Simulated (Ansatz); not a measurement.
BH₂, doublet: reading a ladder of total energies

Geometry: a point of a stretch scan, not a stationary point.

```xyz
3

B     0.0000   -0.1790    0.2094
H     0.0000    1.5898   -3.5326
H     0.0000    0.3301    1.2864
```

Basis aug-cc-pVDZ; Ansatz 0.2.0. Only valence electrons are correlated (noble-gas cores frozen), which leaves 5 electrons in 40 orbitals. Prefix R: restricted or restricted open-shell reference.

Full CI is exact within this basis and frozen core; it isn't the basis-set limit.

Runs differ by some tens of microhartree through their thresholds and, for an open shell, their frozen cores, so steps under 0.03 kcal/mol mean nothing.

```csv
level,total energy (hartree)
RHF,-25.624992
RMP2,-25.687192
RCCSD,-25.714436
RCCSD(T),-25.715932
RCCSDT,-25.716376
RCCSDT(Q),-25.716434
full CI,-25.716455
```

Task: What is the correlation energy at full CI, and what share of it do RMP2 and RCCSDT recover?

Result: E(corr) = -25.716455 − (-25.624992) = -0.091463 hartree = -2.489 eV. RMP2: -0.062200 / -0.091463 = 68.01 %. RCCSDT: -0.091384 / -0.091463 = 99.91 %.

Task: By how many kcal/mol does RCCSD(T) miss full CI (1 hartree = 627.509 kcal/mol), and which steps make up the rest?

Result: -25.715932 − (-25.716455) = 0.000523 hartree = 0.33 kcal/mol. Steps: RCCSDT − RCCSD(T) = -0.28, RCCSDT(Q) − RCCSDT = -0.04, full CI − RCCSDT(Q) = -0.01 kcal/mol. That is within 1 kcal/mol of the reference in this basis, which itself misses far more of the correlation at the basis-set limit.
